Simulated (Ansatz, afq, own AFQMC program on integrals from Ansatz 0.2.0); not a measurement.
# GeH5, doublet in cc-pVTZ, levels against CCSDT(Q)

```yaml
atoms:
  - { symbol: Ge, position_ang: [-0.0360, 0.0000, 0.0000] }
  - { symbol: H, position_ang: [-0.5475, 1.4466, 0.0000] }
  - { symbol: H, position_ang: [-0.5475, -0.7233, 1.2528] }
  - { symbol: H, position_ang: [-0.5475, -0.7233, -1.2528] }
  - { symbol: H, position_ang: [1.6790, 0.0000, 0.0000] }
  - { symbol: H, position_ang: [2.5590, 0.0000, 0.0000] }
```

Basis cc-pVTZ. Only valence electrons are correlated. Integrals, coupled cluster, full CI and functionals: Ansatz 0.2.0; the random walks run on the same integrals in our own AFQMC program. ph-AFQMC/CISD is guided by a CISD state made of CCSD amplitudes; releasing the constraint for a short imaginary time cuts its bias at the price of noise, slowly where states lie close. Uncertainties: one standard error, sampling alone. No spin–orbit coupling.

Determinant: UHF, the one that the program's search chose, which needn't be the lowest solution. The geometry is a point of a scan.

No full CI on the walks' own integrals is used here; CCSDT(Q) serves as the reference and is uncertain by about the last step of the cluster series.

Cautions: no relativity below Rb; no spin-orbit coupling; inner d shell frozen.

The T1 diagnostic is 0.0151 and the weight of the determinant in the CISD state is 0.902. The ⟨S²⟩ of the determinant is 0.775 and the size of the correlated space is 9 electrons in 99 orbitals.

```json
{"level": "MP2", "correlation energy (eV)": "-4.1394"}
{"level": "CCSD", "correlation energy (eV)": "-5.0354"}
{"level": "CCSD(T)", "correlation energy (eV)": "-5.1554"}
```

(1) Estimate where phaseless AFQMC with a CISD trial lies against CCSD(T) on the same integrals.

(1) 1.09 ± 0.11 mEh below CCSD(T).

Reference: CCSDT(Q), correlation energy -5.182 eV. The released energy is read at 2.40 1/Eh (meV from the phaseless value at times in 1/Eh: 4.0 ± 2.4 at 0.24, 3.6 ± 2.5 at 0.51, 5 ± 3 at 0.99, 3 ± 3 at 1.62, 0.8 ± 2.2 at 2.40).

| level | E − E(reference) (mEh) | share of correlation (%) |
| --- | --- | --- |
| CCSD(T) | 0.97 | 99.49 |
| CCSDT | 0.12 | 99.94 |
| ph-AFQMC/CISD | -0.11 ± 0.11 | 100.06 |
| released AFQMC | -0.09 ± 0.08 | 100.05 |

A walk keeps the symmetry of its determinant, which the program's search chose and which needn't be the lowest solution, so a lower state of the same spin and another symmetry isn't excluded. Released energies are given only where the last usable release times agree within the noise; a slower fall can still hide under it.
